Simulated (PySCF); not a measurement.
## Gas-phase thermal properties of HSiNH₂

Computed with PySCF (xtb for GFN2) and rigid-rotor harmonic-oscillator thermochemistry at 1 bar. 6-31G* has spherical d functions here. All species are closed-shell singlets. B3LYP is the form with VWN-RPA correlation. HSiNH₂: computed as isolated molecules; such fragments, hydroxides, amides, oligomers or adducts are transient or little studied in the gas. The harmonic model lacks anharmonicity and excited electronic states, which grow with temperature; levels with a mode under 35 cm⁻¹ are left out. Internal rotation in HSiNH₂ is treated as a harmonic vibration of one conformer, which makes the entropy rough.

```json
[
 {"level": "B3LYP/6-31G*", "point group": "Cs", "σ": "1", "ZPE (kJ/mol)": "87.9", "S°298 (J/mol/K)": "245.6", "Cp298 (J/mol/K)": "48.5", "S°1000 (J/mol/K)": "325.6", "H1000 − H298 (kJ/mol)": "48.8"},
 {"level": "GFN2-xTB", "point group": "Cs", "σ": "1", "ZPE (kJ/mol)": "81.7", "S°298 (J/mol/K)": "250.5", "Cp298 (J/mol/K)": "53.9", "S°1000 (J/mol/K)": "334.6", "H1000 − H298 (kJ/mol)": "50.9"},
 {"level": "HF/6-31G*", "point group": "Cs", "σ": "1", "ZPE (kJ/mol)": "94.2", "S°298 (J/mol/K)": "244.4", "Cp298 (J/mol/K)": "46.8", "S°1000 (J/mol/K)": "322.0", "H1000 − H298 (kJ/mol)": "47.4"},
 {"level": "PBE/def2-SVP", "point group": "Cs", "σ": "1", "ZPE (kJ/mol)": "84.8", "S°298 (J/mol/K)": "246.3", "Cp298 (J/mol/K)": "49.6", "S°1000 (J/mol/K)": "327.8", "H1000 − H298 (kJ/mol)": "49.7"},
 {"level": "PBE0/def2-TZVP", "point group": "Cs", "σ": "1", "ZPE (kJ/mol)": "88.0", "S°298 (J/mol/K)": "245.4", "Cp298 (J/mol/K)": "48.7", "S°1000 (J/mol/K)": "325.6", "H1000 − H298 (kJ/mol)": "48.9"}
]
```
σ: rotational symmetry number. Electronic degeneracy used: 1. Frequencies are unscaled.
